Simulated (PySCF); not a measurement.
Level of theory: PySCF with PBE0-D4/def2-TZVP. All species are isolated molecules in the gas phase. 

Reference species (SMILES): `ClCCl` (neutral, multiplicity 1).

```yaml
HOMO: -8.68 eV
S1 oscillator strength: 0.001
LUMO: 0.02 eV
```

After one change: the HOMO rises by 0.26 eV; the S1 oscillator strength stays essentially unchanged; the LUMO rises by 0.83 eV.

Problem. Name the change that produced these shifts. The new species is one of these.
A) `ClC(Cl)Cl`
B) `ClC(Cl)(Cl)Cl`
C) `CCl`

Solution. C, `CCl`
